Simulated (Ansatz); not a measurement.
# BW: from a trial structure to a relaxed crystal

Level of theory: DFT r2SCAN, scalar-relativistic, plane waves, PAW (Ansatz 0.2.0). Cutoff 500 eV, Γ-centred k mesh, Gaussian smearing, no spin polarisation in the final step.

The start puts BW on the zinc blende structure type (F-43m, No. 216), with B in place of Zn, W in place of S, at a guessed volume.

```yaml
crystal:
  lattice:
    - [0.00000, 2.22245, 2.22245]
    - [2.22245, 0.00000, 2.22245]
    - [2.22245, 2.22245, 0.00000]
  atoms:
    - { symbol: B, position: [0.00000, 0.00000, 0.00000] }
    - { symbol: W, position: [0.75000, 0.75000, 0.75000] }
```

Cell and atoms relax at zero pressure; the relaxation can't lower the symmetry of the start. After a coarse first stage the cell is made exact in the group found at 0.06 Å.

Formation energies are uncorrected and refer to the elements' standard structures at the same level.

Problem. Which crystal results?

Solution. It keeps F-43m (No. 216). The result has the zinc blende structure. Conventional cell: a = 4.828 Å. B is coordinated by 4 W at 2.09 Å; around W lie 4 B at 2.09 Å.

Space group F-43m (No. 216). a = 4.828 Å, b = 4.828 Å, c = 4.828 Å, α = 90.00°, β = 90.00°, γ = 90.00°
| atom | site | symmetry | x | y | z |
| --- | --- | --- | --- | --- | --- |
| B | 4a | -43m | 0.0000 | 0.0000 | 0.0000 |
| W | 4c | -43m | 0.2500 | 0.2500 | 0.2500 |

Problem. What are its volume, energy, density and gap?

Solution. The volume per atom is 14.07 Å³, the density is 11.49 g/cm³ and the energy over the elements is 0.92 eV/atom. The gap on the 20×20×20 mesh is 0 eV (a metal).

The final run used a 20×20×20 mesh on its 2-atom cell and 0.10 eV smearing. For metals, differences of a few meV/atom aren't resolved. Spin–orbit coupling is left out. A structure relaxed within its symmetry needn't be a true minimum.

Cost: 3 runs of about 1.4 core-minutes in all, on Arm Neoverse V2 (shared hosts).